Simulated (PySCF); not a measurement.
## Spin-rotation constants: SMILES [C@@H]1(CC)C[C@H]1S, C₅H₁₀S

Geometry:
```tsv
atom	x (Å)	y (Å)	z (Å)
C1	1.973	0.792	-0.032
C2	1.194	-0.455	0.357
C3	-0.172	-0.142	0.914
C4	-1.301	-1.121	0.819
C5	-1.317	0.125	-0.024
S6	-2.557	1.357	0.351
H7	2.969	0.542	-0.427
H8	2.115	1.459	0.833
H9	1.440	1.367	-0.806
H10	1.083	-1.119	-0.518
H11	1.762	-1.036	1.104
H12	-0.171	0.482	1.815
H13	-2.005	-1.178	1.652
H14	-1.126	-2.070	0.305
H15	-1.116	-0.014	-1.092
H16	-1.785	2.444	0.130
```

Method: PySCF 2.14.0, GIAO HF/pcSseg-1 magnetisability, rotational g tensor and spin-rotation constants, non-relativistic, gas phase. Geometry: PBE0-D3(BJ)/def2-SVP.

Question: Give the nuclear spin-rotation constants along the inertial axes (H = +C I·J) beside the isotropic shieldings.

Answer: Rotational constants 5.2265, 1.5877, 1.3074 GHz. A star marks the isotopologue with that one atom substituted, in its own axes.
```csv
atom,isotope,Caa (kHz),Cbb (kHz),Ccc (kHz),mean (kHz),σ (ppm)
H7,1H,0.030,-0.171,-0.123,-0.088,30.6
H8,1H,-0.573,-0.140,0.002,-0.237,30.6
H9,1H,-0.349,-0.101,-0.088,-0.179,30.7
H10,1H,-0.600,-0.159,0.001,-0.253,31.6
H11,1H,-0.317,-0.104,-0.077,-0.166,30.0
H12,1H,-0.572,-0.161,-0.004,-0.246,31.4
H13,1H,-0.351,-0.125,-0.084,-0.187,31.1
H14,1H,-0.508,-0.079,-0.087,-0.225,31.2
H15,1H,-0.535,-0.164,0.000,-0.233,30.8
H16,1H,-0.524,0.013,-0.145,-0.219,29.4
C1,13C*,0.672,0.194,0.181,0.349,175.3
C2,13C*,0.717,0.254,0.187,0.386,164.6
C3,13C*,0.727,0.263,0.159,0.383,168.2
C4,13C*,0.495,0.282,0.139,0.305,178.2
C5,13C*,0.512,0.256,0.131,0.300,182.3
S6,33S*,1.296,0.253,0.309,0.619,588.3
```
For the geometry as given, no vibrational averaging.

Question: How do the rotational constants and the g tensor change when H7, H8, H9, H10, H11, H12, H13, H14, H15, H16 are replaced by deuterium?

Answer: Constants 3.9873, 1.3878, 1.1356 GHz; g 0.0147, -0.0023, -0.0013, against 0.0196, -0.0025, -0.0013 before.
